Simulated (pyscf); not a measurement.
Thermochemistry of product channels of `[SiH3][I]` + `[NH3]` on the singlet surface, in kcal/mol, from ωB97M-D3(BJ)/def2-TZVP energies (ideal gas, 1 atm, RRHO with modes under 100 cm⁻¹ raised to 100, one conformer, R ln 2 for chiral ones without a mode under 150 cm⁻¹). Single points on ωB97X-D3(BJ)/def2-SVP structures (PySCF, gas phase).

| products | ΔE | ΔH(298 K) | ΔG(600 K) | ΔG(900 K) |
|---|---|---|---|---|
| `[NH2][SiH2][I]` + `[H][H]` | [?] | -12.4 | -10.3 | -10.1 |
| `[IH]` + `[NH2][SiH3]` | +8.6 | +6.1 | +4.8 | +3.8 |

Question: Fill in the missing entries.

Answer: 
- `[NH2][SiH2][I]` + `[H][H]`, ΔE: -9.5

These are energies of the channels, which say nothing of barriers. Elements past Kr carry the def2 core potentials, without spin-orbit coupling.
